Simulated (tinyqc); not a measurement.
RKS/exchange-only LDA in the sto-3g basis, for H2O, spin multiplicity 1, step by step (part 1 of 2). Computed by tinyqc, a small Python program that keeps every step (integrals from PySCF). Settings: charge = 0, multiplicity = 1, basis = sto-3g, energy threshold = 1e-10, iteration cap = 89, orthogonalisation = symmetric, start = Wolfsberg-Helmholz matrix, DIIS depth = 4, method = RKS, functional = Slater exchange alone, grid = [15, 14]. Command: `OMP_NUM_THREADS=1 python tinyqc.py 30428 30429 out.jsonl` (the two numbers bound the seeds that draw the settings). One thread of a shared host (Intel(R) Xeon(R) Processor @ 2.60GHz), about 0.6 s of CPU time with the checks. Later iterations appear only in the table of the cycle.

## One-electron integrals

Geometry (angstrom):
```
atom       x        y       z
O     0.0000   0.0000  0.0000
H     0.0000   1.1050  0.7170
H     0.0000  -1.1410  0.7410
```

Basis sto-3g: exponents (1/bohr^2) and contraction coefficients of normalised primitives:
```
element  l (shell)  exponent  coefficient
O            s (1)  130.7093       0.1543
O            s (1)   23.8089       0.5353
O            s (1)    6.4436       0.4446
O            s (2)    5.0332      -0.1000
O            s (2)    1.1696       0.3995
O            s (2)    0.3804       0.7001
O            p (3)    5.0332       0.1559
O            p (3)    1.1696       0.6077
O            p (3)    0.3804       0.3920
H            s (1)    3.4253       0.1543
H            s (1)    0.6239       0.5353
H            s (1)    0.1689       0.4446
```

Overlap, kinetic and nuclear-attraction integrals over the contracted functions; the nuclear repulsion is the sum of Za Zb / Rab.

nuclear repulsion = 6.561118 hartree

overlap S, order 1O 1s, 1O 2s, 1O 2px, 1O 2py, 1O 2pz, 2H 1s, 3H 1s:
$$\begin{pmatrix}
1.0000 & 0.2367 & 0.0000 & 0.0000 & 0.0000 & 0.0231 & 0.0210 \\
0.2367 & 1.0000 & 0.0000 & 0.0000 & 0.0000 & 0.2730 & 0.2538 \\
0.0000 & 0.0000 & 1.0000 & 0.0000 & 0.0000 & 0.0000 & 0.0000 \\
0.0000 & 0.0000 & 0.0000 & 1.0000 & 0.0000 & 0.2170 & -0.2041 \\
0.0000 & 0.0000 & 0.0000 & 0.0000 & 1.0000 & 0.1408 & 0.1325 \\
0.0231 & 0.2730 & 0.0000 & 0.2170 & 0.1408 & 1.0000 & 0.0785 \\
0.0210 & 0.2538 & 0.0000 & -0.2041 & 0.1325 & 0.0785 & 1.0000
\end{pmatrix}$$

kinetic energy T (hartree), order 1O 1s, 1O 2s, 1O 2px, 1O 2py, 1O 2pz, 2H 1s, 3H 1s:
$$\begin{pmatrix}
29.0032 & -0.1680 & 0.0000 & 0.0000 & 0.0000 & -0.0074 & -0.0067 \\
-0.1680 & 0.8081 & 0.0000 & 0.0000 & 0.0000 & 0.0162 & 0.0093 \\
0.0000 & 0.0000 & 2.5287 & 0.0000 & 0.0000 & 0.0000 & 0.0000 \\
0.0000 & 0.0000 & 0.0000 & 2.5287 & 0.0000 & 0.0714 & -0.0595 \\
0.0000 & 0.0000 & 0.0000 & 0.0000 & 2.5287 & 0.0463 & 0.0386 \\
-0.0074 & 0.0162 & 0.0000 & 0.0714 & 0.0463 & 0.7600 & -0.0115 \\
-0.0067 & 0.0093 & 0.0000 & -0.0595 & 0.0386 & -0.0115 & 0.7600
\end{pmatrix}$$

nuclear attraction V (hartree), order 1O 1s, 1O 2s, 1O 2px, 1O 2py, 1O 2pz, 2H 1s, 3H 1s:
$$\begin{pmatrix}
-61.4091 & -7.3702 & 0.0000 & -0.0004 & -0.0086 & -0.7357 & -0.6670 \\
-7.3702 & -9.8419 & 0.0000 & -0.0052 & -0.1083 & -1.9491 & -1.7925 \\
0.0000 & 0.0000 & -9.7334 & 0.0000 & 0.0000 & 0.0000 & 0.0000 \\
-0.0004 & -0.0052 & 0.0000 & -9.8087 & -0.0022 & -1.3436 & 1.2441 \\
-0.0086 & -0.1083 & 0.0000 & -0.0022 & -9.7652 & -0.8910 & -0.8266 \\
-0.7357 & -1.9491 & 0.0000 & -1.3436 & -0.8910 & -4.6481 & -0.4156 \\
-0.6670 & -1.7925 & 0.0000 & 1.2441 & -0.8266 & -0.4156 & -4.5512
\end{pmatrix}$$

core Hamiltonian H = T + V (hartree), order 1O 1s, 1O 2s, 1O 2px, 1O 2py, 1O 2pz, 2H 1s, 3H 1s:
$$\begin{pmatrix}
-32.4059 & -7.5382 & 0.0000 & -0.0004 & -0.0086 & -0.7431 & -0.6737 \\
-7.5382 & -9.0338 & 0.0000 & -0.0052 & -0.1083 & -1.9329 & -1.7832 \\
0.0000 & 0.0000 & -7.2047 & 0.0000 & 0.0000 & 0.0000 & 0.0000 \\
-0.0004 & -0.0052 & 0.0000 & -7.2800 & -0.0022 & -1.2721 & 1.1846 \\
-0.0086 & -0.1083 & 0.0000 & -0.0022 & -7.2364 & -0.8447 & -0.7880 \\
-0.7431 & -1.9329 & 0.0000 & -1.2721 & -0.8447 & -3.8881 & -0.4271 \\
-0.6737 & -1.7832 & 0.0000 & 1.1846 & -0.7880 & -0.4271 & -3.7912
\end{pmatrix}$$

## Two-electron integrals

Functions are numbered as in S; the eight-fold symmetry (ij|kl) = (ji|kl) = (kl|ij) leaves the list below.

Two-electron integrals (ij|kl) in chemists' order, unique and non-zero (hartree):
```
(11|11) 4.7851      (21|11) 0.7414      (21|21) 0.1369      (22|11) 1.1189
(22|21) 0.2566      (22|22) 0.8172      (31|31) 0.0245      (32|31) 0.0378
(32|32) 0.1805      (33|11) 1.1158      (33|21) 0.2567      (33|22) 0.8170
(33|33) 0.8802      (41|41) 0.0245      (42|41) 0.0378      (42|42) 0.1805
(43|43) 0.0474      (44|11) 1.1158      (44|21) 0.2567      (44|22) 0.8170
(44|33) 0.7853      (44|44) 0.8802      (51|51) 0.0245      (52|51) 0.0378
(52|52) 0.1805      (53|53) 0.0474      (54|54) 0.0474      (55|11) 1.1158
(55|21) 0.2567      (55|22) 0.8170      (55|33) 0.7853      (55|44) 0.7853
(55|55) 0.8802      (61|11) 0.0732      (61|21) 0.0134      (61|22) 0.0250
(61|33) 0.0250      (61|41) 4.91e-04    (61|42) 0.0009      (61|44) 0.0251
(61|51) 3.18e-04    (61|52) 0.0006      (61|54) 6.42e-05    (61|55) 0.0250
(61|61) 0.0013      (62|11) 0.2086      (62|21) 0.0486      (62|22) 0.1752
(62|33) 0.1721      (62|41) 0.0030      (62|42) 0.0248      (62|44) 0.1786
(62|51) 0.0020      (62|52) 0.0161      (62|54) 0.0042      (62|55) 0.1748
(62|61) 0.0049      (62|62) 0.0498      (63|31) 0.0047      (63|32) 0.0287
(63|43) 0.0049      (63|53) 0.0032      (63|63) 0.0065      (64|11) 0.1373
(64|21) 0.0323      (64|22) 0.1247      (64|33) 0.1193      (64|41) 0.0064
(64|42) 0.0450      (64|44) 0.1335      (64|51) 0.0011      (64|52) 0.0106
(64|54) 0.0060      (64|55) 0.1211      (64|61) 0.0034      (64|62) 0.0432
(64|64) 0.0436      (65|11) 0.0891      (65|21) 0.0210      (65|22) 0.0809
(65|33) 0.0774      (65|41) 0.0011      (65|42) 0.0106      (65|44) 0.0802
(65|51) 0.0054      (65|52) 0.0356      (65|54) 0.0067      (65|55) 0.0850
(65|61) 0.0022      (65|62) 0.0280      (65|64) 0.0240      (65|65) 0.0221
(66|11) 0.3981      (66|21) 0.0942      (66|22) 0.3917      (66|33) 0.3779
(66|41) 0.0065      (66|42) 0.0755      (66|44) 0.4067      (66|51) 0.0042
(66|52) 0.0490      (66|54) 0.0186      (66|55) 0.3900      (66|61) 0.0095
(66|62) 0.1515      (66|64) 0.1504      (66|65) 0.0976      (66|66) 0.7746
(71|11) 0.0663      (71|21) 0.0122      (71|22) 0.0227      (71|33) 0.0227
(71|41) -4.40e-04   (71|42) -0.0008     (71|44) 0.0228      (71|51) 2.86e-04
(71|52) 0.0005      (71|54) -5.65e-05   (71|55) 0.0227      (71|61) 0.0012
(71|62) 0.0043      (71|64) 0.0027      (71|65) 0.0019      (71|66) 0.0082
(71|71) 0.0011      (72|11) 0.1919      (72|21) 0.0447      (72|22) 0.1616
(72|33) 0.1587      (72|41) -0.0028     (72|42) -0.0229     (72|44) 0.1647
(72|51) 0.0018      (72|52) 0.0149      (72|54) -0.0039     (72|55) 0.1612
(72|61) 0.0043      (72|62) 0.0347      (72|64) 0.0213      (72|65) 0.0189
(72|66) 0.0824      (72|71) 0.0041      (72|72) 0.0427      (73|31) 0.0043
(73|32) 0.0263      (73|43) -0.0045     (73|53) 0.0029      (73|63) 0.0043
(73|73) 0.0055      (74|11) -0.1273     (74|21) -0.0300     (74|22) -0.1160
(74|33) -0.1110     (74|41) 0.0059      (74|42) 0.0415      (74|44) -0.1241
(74|51) -0.0010     (74|52) -0.0098     (74|54) 0.0055      (74|55) -0.1127
(74|61) -0.0028     (74|62) -0.0216     (74|64) -0.0094     (74|65) -0.0116
(74|66) -0.0493     (74|71) -0.0028     (74|72) -0.0374     (74|74) 0.0379
(75|11) 0.0827      (75|21) 0.0195      (75|22) 0.0753      (75|33) 0.0721
(75|41) -0.0010     (75|42) -0.0098     (75|44) 0.0747      (75|51) 0.0050
(75|52) 0.0327      (75|54) -0.0062     (75|55) 0.0791      (75|61) 0.0020
(75|62) 0.0190      (75|64) 0.0116      (75|65) 0.0145      (75|66) 0.0489
(75|71) 0.0018      (75|72) 0.0243      (75|74) -0.0210     (75|75) 0.0192
(76|11) 0.0419      (76|21) 0.0099      (76|22) 0.0387      (76|33) 0.0379
(76|41) -4.95e-06   (76|42) -7.01e-05   (76|44) 0.0387      (76|51) 0.0006
(76|52) 0.0062      (76|54) -1.27e-05   (76|55) 0.0395      (76|61) 0.0010
(76|62) 0.0108      (76|64) 0.0082      (76|65) 0.0069      (76|66) 0.0345
(76|71) 0.0009      (76|72) 0.0100      (76|74) -0.0078     (76|75) 0.0065
(76|76) 0.0031      (77|11) 0.3860      (77|21) 0.0913      (77|22) 0.3807
(77|33) 0.3677      (77|41) -0.0061     (77|42) -0.0720     (77|44) 0.3948
(77|51) 0.0040      (77|52) 0.0468      (77|54) -0.0176     (77|55) 0.3791
(77|61) 0.0088      (77|62) 0.0870      (77|64) 0.0516      (77|65) 0.0511
(77|66) 0.2353      (77|71) 0.0083      (77|72) 0.1381      (77|74) -0.1385
(77|75) 0.0899      (77|76) 0.0345      (77|77) 0.7746
```

## Orthogonalisation

S = U s U^T; symmetric (Loewdin) form X = U s^(-1/2) U^T, so that X^T S X = 1.

eigenvalues of S: [0.5679, 0.6617, 0.8988, 1.0000, 1.0927, 1.2606, 1.5183]

X, order 1O 1s, 1O 2s, 1O 2px, 1O 2py, 1O 2pz, 2H 1s, 3H 1s:
$$\begin{pmatrix}
1.0228 & -0.1296 & 0.0000 & -0.0004 & -0.0035 & 0.0146 & 0.0135 \\
-0.1296 & 1.0807 & 0.0000 & 0.0035 & 0.0297 & -0.1488 & -0.1358 \\
0.0000 & 0.0000 & 1.0000 & 0.0000 & 0.0000 & 0.0000 & 0.0000 \\
-0.0004 & 0.0035 & 0.0000 & 1.0384 & 0.0016 & -0.1234 & 0.1151 \\
-0.0035 & 0.0297 & 0.0000 & 0.0016 & 1.0150 & -0.0751 & -0.0695 \\
0.0146 & -0.1488 & 0.0000 & -0.1234 & -0.0751 & 1.0607 & -0.0264 \\
0.0135 & -0.1358 & 0.0000 & 0.1151 & -0.0695 & -0.0264 & 1.0524
\end{pmatrix}$$

## Starting guess

The start is the generalised Wolfsberg-Helmholz matrix (K = 1.75) built on H; D = 2 C_occ C_occ^T.

D at the start, order 1O 1s, 1O 2s, 1O 2px, 1O 2py, 1O 2pz, 2H 1s, 3H 1s:
$$\begin{pmatrix}
2.0862 & -0.3680 & 0.0000 & 0.0064 & 0.0546 & -0.1147 & -0.1048 \\
-0.3680 & 1.6036 & 0.0000 & -0.0244 & -0.2021 & 0.3418 & 0.3130 \\
0.0000 & 0.0000 & 2.0000 & 0.0000 & 0.0000 & 0.0000 & 0.0000 \\
0.0064 & -0.0244 & 0.0000 & 1.7364 & -0.0090 & 0.2434 & -0.2367 \\
0.0546 & -0.2021 & 0.0000 & -0.0090 & 1.9231 & 0.1071 & 0.0980 \\
-0.1147 & 0.3418 & 0.0000 & 0.2434 & 0.1071 & 0.1213 & 0.0450 \\
-0.1048 & 0.3130 & 0.0000 & -0.2367 & 0.0980 & 0.0450 & 0.1023
\end{pmatrix}$$

## Iteration 1: exchange-correlation on the grid

Becke grid with 15 radial and 14 angular points per atom, points of zero weight dropped. rho = sum D_ij phi_i phi_j; V_xc,ij = sum w v_xc phi_i phi_j; v_xc is d(rho eps)/d rho.

The 16 grid points with the largest w rho, of 630 (bohr, atomic units):
```
x              y        z       w     rho   eps_xc     v_xc
0.5196   -0.5196  -0.5196  0.2755  0.6651  -0.6447  -0.8596
-0.5196  -0.5196  -0.5196  0.2755  0.6651  -0.6447  -0.8596
-0.5196   0.5196  -0.5196  0.2755  0.6611  -0.6434  -0.8578
0.5196    0.5196  -0.5196  0.2755  0.6611  -0.6434  -0.8578
0.7593   -0.7593  -0.7593  0.7699  0.2285  -0.4515  -0.6020
-0.7593  -0.7593  -0.7593  0.7699  0.2285  -0.4515  -0.6020
-0.7593   0.7593  -0.7593  0.7696  0.2274  -0.4508  -0.6011
0.7593    0.7593  -0.7593  0.7696  0.2274  -0.4508  -0.6011
0.5196   -0.5196   0.5196  0.2733  0.6208  -0.6300  -0.8400
-0.5196  -0.5196   0.5196  0.2733  0.6208  -0.6300  -0.8400
0.0000    0.0000  -0.9000  0.2450  0.6918  -0.6532  -0.8709
-0.5196   0.5196   0.5196  0.2726  0.6138  -0.6277  -0.8369
0.5196    0.5196   0.5196  0.2726  0.6138  -0.6277  -0.8369
0.0000    0.0000  -1.3152  0.6852  0.2363  -0.4566  -0.6088
-0.9000   0.0000   0.0000  0.2449  0.6590  -0.6427  -0.8569
0.9000    0.0000   0.0000  0.2449  0.6590  -0.6427  -0.8569
```

electrons on the grid, sum of w rho = 10.0325

E_xc = sum of w rho eps_xc = -8.566493 hartree

V_xc (hartree), order 1O 1s, 1O 2s, 1O 2px, 1O 2py, 1O 2pz, 2H 1s, 3H 1s:
$$\begin{pmatrix}
-2.8331 & -0.4036 & 0.0000 & 0.0002 & 0.0012 & -0.0400 & -0.0363 \\
-0.4036 & -0.7559 & 0.0000 & 0.0003 & 0.0019 & -0.1452 & -0.1329 \\
0.0000 & 0.0000 & -0.7530 & 0.0000 & 0.0000 & 0.0000 & 0.0000 \\
0.0002 & 0.0003 & 0.0000 & -0.7455 & -0.0004 & -0.0986 & 0.0903 \\
0.0012 & 0.0019 & 0.0000 & -0.0004 & -0.7552 & -0.0646 & -0.0590 \\
-0.0400 & -0.1452 & 0.0000 & -0.0986 & -0.0646 & -0.2699 & -0.0268 \\
-0.0363 & -0.1329 & 0.0000 & 0.0903 & -0.0590 & -0.0268 & -0.2534
\end{pmatrix}$$

## Iteration 1: building the Kohn-Sham matrix

J_ij = sum D_kl (ij|kl); F = H + J + V_xc; E = tr D H + tr D J / 2 + E_xc + E_nn.

Coulomb J (hartree), order 1O 1s, 1O 2s, 1O 2px, 1O 2py, 1O 2pz, 2H 1s, 3H 1s:
$$\begin{pmatrix}
18.0324 & 3.4257 & 0.0000 & -0.0007 & -0.0061 & 0.3359 & 0.3046 \\
3.4257 & 8.5280 & 0.0000 & -0.0013 & -0.0136 & 1.7862 & 1.6458 \\
0.0000 & 0.0000 & 8.5178 & 0.0000 & 0.0000 & 0.0000 & 0.0000 \\
-0.0007 & -0.0013 & 0.0000 & 8.5215 & 0.0006 & 1.2585 & -1.1686 \\
-0.0061 & -0.0136 & 0.0000 & 0.0006 & 8.5214 & 0.8159 & 0.7582 \\
0.3359 & 1.7862 & 0.0000 & 1.2585 & 0.8159 & 3.9777 & 0.3905 \\
0.3046 & 1.6458 & 0.0000 & -1.1686 & 0.7582 & 0.3905 & 3.8563
\end{pmatrix}$$

Kohn-Sham matrix F (hartree), order 1O 1s, 1O 2s, 1O 2px, 1O 2py, 1O 2pz, 2H 1s, 3H 1s:
$$\begin{pmatrix}
-17.2067 & -4.5162 & 0.0000 & -0.0010 & -0.0135 & -0.4473 & -0.4055 \\
-4.5162 & -1.2617 & 0.0000 & -0.0063 & -0.1200 & -0.2919 & -0.2703 \\
0.0000 & 0.0000 & 0.5601 & 0.0000 & 0.0000 & 0.0000 & 0.0000 \\
-0.0010 & -0.0063 & 0.0000 & 0.4960 & -0.0020 & -0.1123 & 0.1063 \\
-0.0135 & -0.1200 & 0.0000 & -0.0020 & 0.5298 & -0.0934 & -0.0887 \\
-0.4473 & -0.2919 & 0.0000 & -0.1123 & -0.0934 & -0.1803 & -0.0634 \\
-0.4055 & -0.2703 & 0.0000 & 0.1063 & -0.0887 & -0.0634 & -0.1883
\end{pmatrix}$$

total energy of this density = -73.258421 hartree

## Iteration 1: diagonalisation and new density

Diagonalise F' = X^T F X, C = X C', fill 5 alpha and 5 beta electrons from the bottom; D = 2 C_occ C_occ^T. Each column has its largest component positive (the first on a tie).

F' = X^T F X (hartree):
$$\begin{pmatrix}
-16.8479 & -2.5014 & 0.0000 & -0.0019 & -0.0175 & -0.0216 & -0.0156 \\
-2.5014 & -0.3713 & 0.0000 & -0.0005 & -0.0683 & -0.1589 & -0.1449 \\
0.0000 & 0.0000 & 0.5601 & 0.0000 & 0.0000 & 0.0000 & 0.0000 \\
-0.0019 & -0.0005 & 0.0000 & 0.5855 & 0.0015 & -0.1775 & 0.1662 \\
-0.0175 & -0.0683 & 0.0000 & 0.0015 & 0.5644 & -0.1133 & -0.1050 \\
-0.0216 & -0.1589 & 0.0000 & -0.1775 & -0.1133 & -0.0827 & -0.0228 \\
-0.0156 & -0.1449 & 0.0000 & 0.1662 & -0.1050 & -0.0228 & -0.1049
\end{pmatrix}$$

orbital energies (hartree): MO1 -17.2195, MO2 -0.3052, MO3 -0.1516, MO4 0.1551, MO5 0.5601, MO6 0.5981, MO7 0.6662

coefficients C, order 1O 1s, 1O 2s, 1O 2px, 1O 2py, 1O 2pz, 2H 1s, 3H 1s:
$$\begin{pmatrix}
0.9928 & -0.1496 & 0.0088 & -0.2353 & 0.0000 & 0.0021 & -0.0032 \\
0.0299 & 0.4778 & -0.0305 & 0.9974 & 0.0000 & 0.0284 & 0.0214 \\
0.0000 & 0.0000 & 0.0000 & 0.0000 & 1.0000 & 0.0000 & 0.0000 \\
0.0002 & 0.0045 & -0.1649 & -0.0168 & 0.0000 & -0.0803 & 1.0357 \\
0.0022 & 0.1231 & -0.0052 & -0.0062 & 0.0000 & 1.0098 & 0.0814 \\
-0.0049 & 0.4755 & -0.6703 & -0.5550 & 0.0000 & -0.1909 & -0.3862 \\
-0.0045 & 0.4870 & 0.7081 & -0.5018 & 0.0000 & -0.2287 & 0.3196
\end{pmatrix}$$

D after iteration 1, order 1O 1s, 1O 2s, 1O 2px, 1O 2py, 1O 2pz, 2H 1s, 3H 1s:
$$\begin{pmatrix}
2.1268 & -0.5536 & 0.0000 & 0.0041 & -0.0297 & 0.0974 & 0.0940 \\
-0.5536 & 2.4498 & 0.0000 & -0.0191 & 0.1057 & -0.6119 & -0.5791 \\
0.0000 & 0.0000 & 2.0000 & 0.0000 & 0.0000 & 0.0000 & 0.0000 \\
0.0041 & -0.0191 & 0.0000 & 0.0550 & 0.0030 & 0.2439 & -0.2123 \\
-0.0297 & 0.1057 & 0.0000 & 0.0030 & 0.0305 & 0.1310 & 0.1188 \\
0.0974 & -0.6119 & 0.0000 & 0.2439 & 0.1310 & 1.9668 & 0.0710 \\
0.0940 & -0.5791 & 0.0000 & -0.2123 & 0.1188 & 0.0710 & 1.9808
\end{pmatrix}$$

## Iteration 2: exchange-correlation on the grid

As before.

The 16 grid points with the largest w rho, of 630 (bohr, atomic units):
```
x              y        z       w     rho   eps_xc     v_xc
-0.9000   0.0000   0.0000  0.2449  0.7058  -0.6576  -0.8768
0.9000    0.0000   0.0000  0.2449  0.7058  -0.6576  -0.8768
1.3152    0.0000   0.0000  0.6849  0.2385  -0.4580  -0.6107
-1.3152   0.0000   0.0000  0.6849  0.2385  -0.4580  -0.6107
-0.5196  -0.5196   0.5196  0.2733  0.4024  -0.5452  -0.7270
0.5196   -0.5196   0.5196  0.2733  0.4024  -0.5452  -0.7270
0.5196    0.5196   0.5196  0.2726  0.3997  -0.5440  -0.7254
-0.5196   0.5196   0.5196  0.2726  0.3997  -0.5440  -0.7254
-0.5196  -0.5196  -0.5196  0.2755  0.3619  -0.5263  -0.7017
0.5196   -0.5196  -0.5196  0.2755  0.3619  -0.5263  -0.7017
-0.7593  -0.7593   0.7593  0.6953  0.1433  -0.3865  -0.5154
0.7593   -0.7593   0.7593  0.6953  0.1433  -0.3865  -0.5154
0.7593    0.7593   0.7593  0.6790  0.1451  -0.3881  -0.5175
-0.7593   0.7593   0.7593  0.6790  0.1451  -0.3881  -0.5175
0.5196    0.5196  -0.5196  0.2755  0.3548  -0.5228  -0.6971
-0.5196   0.5196  -0.5196  0.2755  0.3548  -0.5228  -0.6971
```

electrons on the grid, sum of w rho = 10.0509

E_xc = sum of w rho eps_xc = -7.646195 hartree

V_xc (hartree), order 1O 1s, 1O 2s, 1O 2px, 1O 2py, 1O 2pz, 2H 1s, 3H 1s:
$$\begin{pmatrix}
-2.8071 & -0.3791 & 0.0000 & 0.0002 & -0.0016 & -0.0377 & -0.0342 \\
-0.3791 & -0.6374 & 0.0000 & 0.0002 & -0.0224 & -0.1386 & -0.1273 \\
0.0000 & 0.0000 & -0.6906 & 0.0000 & 0.0000 & 0.0000 & 0.0000 \\
0.0002 & 0.0002 & 0.0000 & -0.6094 & -0.0011 & -0.1037 & 0.0958 \\
-0.0016 & -0.0224 & 0.0000 & -0.0011 & -0.5970 & -0.0709 & -0.0653 \\
-0.0377 & -0.1386 & 0.0000 & -0.1037 & -0.0709 & -0.4617 & -0.0304 \\
-0.0342 & -0.1273 & 0.0000 & 0.0958 & -0.0653 & -0.0304 & -0.4601
\end{pmatrix}$$

## Iteration 2: building the Kohn-Sham matrix

As before.

Coulomb J (hartree), order 1O 1s, 1O 2s, 1O 2px, 1O 2py, 1O 2pz, 2H 1s, 3H 1s:
$$\begin{pmatrix}
15.6911 & 2.8890 & 0.0000 & -0.0004 & 0.0219 & 0.2840 & 0.2575 \\
2.8890 & 7.0881 & 0.0000 & 0.0002 & 0.2155 & 1.5953 & 1.4734 \\
0.0000 & 0.0000 & 7.1524 & 0.0000 & 0.0000 & 0.0000 & 0.0000 \\
-0.0004 & 0.0002 & 0.0000 & 7.0771 & 0.0023 & 1.1690 & -1.0899 \\
0.0219 & 0.2155 & 0.0000 & 0.0023 & 7.0112 & 0.7977 & 0.7438 \\
0.2840 & 1.5953 & 0.0000 & 1.1690 & 0.7977 & 4.3479 & 0.3763 \\
0.2575 & 1.4734 & 0.0000 & -1.0899 & 0.7438 & 0.3763 & 4.2910
\end{pmatrix}$$

Kohn-Sham matrix F (hartree), order 1O 1s, 1O 2s, 1O 2px, 1O 2py, 1O 2pz, 2H 1s, 3H 1s:
$$\begin{pmatrix}
-19.5219 & -5.0284 & 0.0000 & -0.0007 & 0.0117 & -0.4968 & -0.4505 \\
-5.0284 & -2.5830 & 0.0000 & -0.0049 & 0.0847 & -0.4761 & -0.4370 \\
0.0000 & 0.0000 & -0.7428 & 0.0000 & 0.0000 & 0.0000 & 0.0000 \\
-0.0007 & -0.0049 & 0.0000 & -0.8123 & -0.0010 & -0.2068 & 0.1905 \\
0.0117 & 0.0847 & 0.0000 & -0.0010 & -0.8222 & -0.1179 & -0.1095 \\
-0.4968 & -0.4761 & 0.0000 & -0.2068 & -0.1179 & -0.0018 & -0.0812 \\
-0.4505 & -0.4370 & 0.0000 & 0.1905 & -0.1095 & -0.0812 & 0.0398
\end{pmatrix}$$

total energy of this density = -72.704790 hartree

## Iteration 2: DIIS over 2 matrices

error matrix X^T (FDS - SDF) X:
$$\begin{pmatrix}
0.0000 & 0.0020 & 0.0000 & -0.0024 & -0.0085 & 0.0009 & -0.0020 \\
-0.0020 & 0.0000 & 0.0000 & 0.0001 & -0.3649 & 0.0638 & 0.0707 \\
0.0000 & 0.0000 & 0.0000 & 0.0000 & 0.0000 & 0.0000 & 0.0000 \\
0.0024 & -0.0001 & 0.0000 & 0.0000 & 0.0023 & -0.6572 & 0.6146 \\
0.0085 & 0.3649 & 0.0000 & -0.0023 & 0.0000 & -0.4042 & -0.3877 \\
-0.0009 & -0.0638 & 0.0000 & 0.6572 & 0.4042 & 0.0000 & -0.0020 \\
0.0020 & -0.0707 & 0.0000 & -0.6146 & 0.3877 & 0.0020 & 0.0000
\end{pmatrix}$$

B (overlaps of the stored error matrices):
$$\begin{pmatrix}
1.8148163e+00 & -1.8327313e+00 \\
-1.8327313e+00 & 2.5311334e+00
\end{pmatrix}$$

Minimise |sum c_i e_i|^2 with sum c_i = 1: solve [B -1; -1 0][c; lambda] = [0; -1] with B_ij = tr e_i^T e_j, and take F = sum c_i F_i.

DIIS coefficients: [0.5447, 0.4553]

extrapolated F (hartree), order 1O 1s, 1O 2s, 1O 2px, 1O 2py, 1O 2pz, 2H 1s, 3H 1s:
$$\begin{pmatrix}
-18.2608 & -4.7494 & 0.0000 & -0.0008 & -0.0021 & -0.4698 & -0.4260 \\
-4.7494 & -1.8633 & 0.0000 & -0.0056 & -0.0268 & -0.3758 & -0.3462 \\
0.0000 & 0.0000 & -0.0331 & 0.0000 & 0.0000 & 0.0000 & 0.0000 \\
-0.0008 & -0.0056 & 0.0000 & -0.0997 & -0.0015 & -0.1553 & 0.1446 \\
-0.0021 & -0.0268 & 0.0000 & -0.0015 & -0.0858 & -0.1045 & -0.0982 \\
-0.4698 & -0.3758 & 0.0000 & -0.1553 & -0.1045 & -0.0990 & -0.0715 \\
-0.4260 & -0.3462 & 0.0000 & 0.1446 & -0.0982 & -0.0715 & -0.0844
\end{pmatrix}$$
